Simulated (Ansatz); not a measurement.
**HfO2 (P2₁/c, No. 14)**

Level of theory: HSE06 (Ansatz, a first-principles code, PAW).

Settings: plane-wave cutoff 500 eV, 4×4×4 k mesh, gaussian smearing 0.02 eV, scalar-relativistic PAW data made under PBE.

Cell: relaxed with r²SCAN: a = 5.1141 Å, b = 5.1818 Å, c = 5.2952 Å, α = γ = 90.00°, β = 99.47°.

```
Property                       Result
--------  ---------------------------
band gap  5.69 eV (on the SCF k mesh)
```

Measured, for comparison: band gap 5.7 eV (temperature not stated, no zero-point or thermal correction, our sources range from 5.70 to 5.84; as tabulated in Choudhary et al. (2018), arXiv:1804.01032).

Note: cell and atoms aren't relaxed at this level (largest force component 0.07 eV/Å).

Spin–orbit coupling is not included.

Static lattice: no zero-point or thermal effects.

Computing time: very roughly 7 core-minutes.
